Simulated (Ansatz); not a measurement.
We consider 1T (CdI2-type) CdI2, described by HSE06-D3(BJ) in Ansatz (PAW).

Numerical settings: plane-wave cutoff 520 eV, 6×6×4 k mesh (along the axes of the cell as run), finite displacements, scalar-relativistic PAW data made under PBE.

Computed at the level's own relaxed cell.

```
CdI2
1.0
    4.20139     0.00000     0.00000
   -2.10070     3.63851     0.00000
    0.00000     0.00000     6.69656
Cd I
1 2
Direct
  0.00000   0.00000   0.00000
  0.33333   0.66667   0.25564
  0.66667   0.33333   0.74436
```

Harmonic phonon frequencies (cm⁻¹; i marks an imaginary mode; at Γ without the LO shift):

| q point | frequencies |
|---|---|
| Γ | 0 0 0 61 61 88 88 118 137 |
| M | 42 45 55 72 84 104 111 115 141 |
| A | 20 20 37 53 53 91 91 108 155 |

No imaginary mode appears at these points.

Note: the dispersion coefficients are held fixed in the derivatives.

Ansatz is a quantum-chemistry and plane-wave program.
